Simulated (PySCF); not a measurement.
# Atomic charges against the basis set

Compound: H6P2Si.
Cartesian coordinates in Å at the PBE0-D3(BJ)/def2-SVP level; atoms count from 1:
```xyz
9
H6P2Si angstrom
P     -1.7844    0.3167   -0.7960
Si     0.0113   -0.6514    0.1897
P      1.8360    0.2928   -0.7672
H     -2.7129   -0.2021    0.1596
H     -1.6125    1.5470   -0.0876
H     -0.0004   -0.5354    1.6819
H      0.0053   -2.1012   -0.1725
H      2.7424   -0.2461    0.1982
H      1.6750    1.5223   -0.0549
```

PBE0 throughout (PySCF), one geometry, spherical d and f functions. Geometry: PBE0-D3(BJ)/def2-SVP, one conformer, isolated molecule. Atoms taken as equivalent share a column and are averaged.

Mulliken charges (e):

| basis | functions | P1/P3 | Si2 | H4/H5/H8/H9 | H6/H7 |
| --- | --- | --- | --- | --- | --- |
| STO-3G | 33 | +0.143 | +0.283 | -0.084 | -0.116 |
| 6-31G | 51 | -0.097 | +0.312 | +0.002 | -0.063 |
| pcSseg-0 | 51 | -0.317 | +0.206 | +0.102 | +0.010 |
| 6-31G* | 66 | -0.180 | +0.243 | +0.045 | -0.033 |
| def2-SVP | 84 | -0.110 | +0.197 | +0.023 | -0.034 |
| cc-pVDZ | 84 | -0.118 | +0.106 | +0.040 | -0.016 |
| aug-cc-pVDZ | 135 | -0.964 | -0.287 | +0.409 | +0.289 |
| 6-311+G(2d,p) | 141 | -0.256 | +0.260 | +0.081 | -0.036 |
| def2-TZVP | 147 | -0.241 | +0.130 | +0.090 | -0.004 |
| cc-pVTZ | 186 | -0.144 | +0.146 | +0.045 | -0.019 |
| IGLO-III | 192 | -0.058 | +0.551 | -0.039 | -0.140 |

IAO charges (e):

```csv
basis,functions,P1/P3,Si2,H4/H5/H8/H9,H6/H7
STO-3G,33,+0.038,+0.372,-0.053,-0.118
6-31G,51,-0.105,+0.266,+0.016,-0.060
pcSseg-0,51,-0.120,+0.224,+0.028,-0.049
6-31G*,66,-0.082,+0.374,-0.004,-0.098
def2-SVP,84,-0.086,+0.383,-0.002,-0.102
cc-pVDZ,84,-0.094,+0.377,+0.002,-0.099
aug-cc-pVDZ,135,-0.105,+0.384,+0.005,-0.098
"6-311+G(2d,p)",141,-0.091,+0.400,-0.001,-0.106
def2-TZVP,147,-0.093,+0.408,-0.002,-0.108
cc-pVTZ,186,-0.099,+0.399,+0.002,-0.104
IGLO-III,192,-0.090,+0.403,-0.002,-0.107
```

Hirshfeld charges (e):

| basis | functions | P1/P3 | Si2 | H4/H5/H8/H9 | H6/H7 |
| --- | --- | --- | --- | --- | --- |
| STO-3G | 33 | +0.067 | +0.232 | -0.048 | -0.087 |
| 6-31G | 51 | -0.018 | +0.190 | -0.005 | -0.067 |
| pcSseg-0 | 51 | -0.013 | +0.211 | -0.010 | -0.072 |
| 6-31G* | 66 | -0.024 | +0.197 | -0.002 | -0.070 |
| def2-SVP | 84 | -0.008 | +0.214 | -0.010 | -0.079 |
| cc-pVDZ | 84 | -0.011 | +0.210 | -0.009 | -0.077 |
| aug-cc-pVDZ | 135 | -0.014 | +0.212 | -0.009 | -0.074 |
| 6-311+G(2d,p) | 141 | -0.009 | +0.209 | -0.010 | -0.075 |
| def2-TZVP | 147 | -0.014 | +0.209 | -0.008 | -0.075 |
| cc-pVTZ | 186 | -0.014 | +0.210 | -0.009 | -0.074 |
| IGLO-III | 192 | -0.009 | +0.209 | -0.010 | -0.076 |

Some averages cover members that differ in this geometry, most widely: H6/H7, Mulliken in pcSseg-0 -0.009 to +0.028; H6/H7, IAO in pcSseg-0 -0.063 to -0.035; H6/H7, Mulliken in aug-cc-pVDZ +0.276 to +0.303 e.

Q: Which scheme is steadiest as the basis changes?

A: Largest range over the bases for any column: Hirshfeld 0.09 e, IAO 0.18 e, Mulliken 1.11 e. Hirshfeld charges move least and Mulliken charges most, counted in e. Without the minimal STO-3G basis the ranges are Hirshfeld 0.02, IAO 0.18, Mulliken 0.91 e.

Q: How much do the charges still move between the two largest bases, cc-pVTZ and IGLO-III?

A: At most, over all atoms: Mulliken 0.405 e, IAO 0.008 e, Hirshfeld 0.005 e.

Q: What do the same runs give for the total energy, the frontier levels and the dipole moment?

A: 
| basis | energy (Eh) | HOMO (eV) | LUMO (eV) | μ (D) |
| --- | --- | --- | --- | --- |
| STO-3G | -964.3519 | -4.46 | 5.50 | 1.38 |
| 6-31G | -975.2595 | -7.49 | 0.22 | 2.61 |
| pcSseg-0 | -974.2324 | -7.63 | 0.18 | 3.03 |
| 6-31G* | -975.3544 | -7.57 | 0.28 | 1.86 |
| def2-SVP | -975.1124 | -7.58 | 0.36 | 1.67 |
| cc-pVDZ | -975.4176 | -7.54 | 0.31 | 1.50 |
| aug-cc-pVDZ | -975.4230 | -7.61 | -0.48 | 1.36 |
| 6-311+G(2d,p) | -975.4495 | -7.64 | -0.37 | 1.39 |
| def2-TZVP | -975.4517 | -7.62 | -0.10 | 1.31 |
| cc-pVTZ | -975.4615 | -7.62 | -0.03 | 1.32 |
| IGLO-III | -975.4490 | -7.58 | -0.02 | 1.20 |

The dipole is fixed by the density alone, so its range of 1.83 D shows that the density itself changes with the basis, not only its division among atoms.
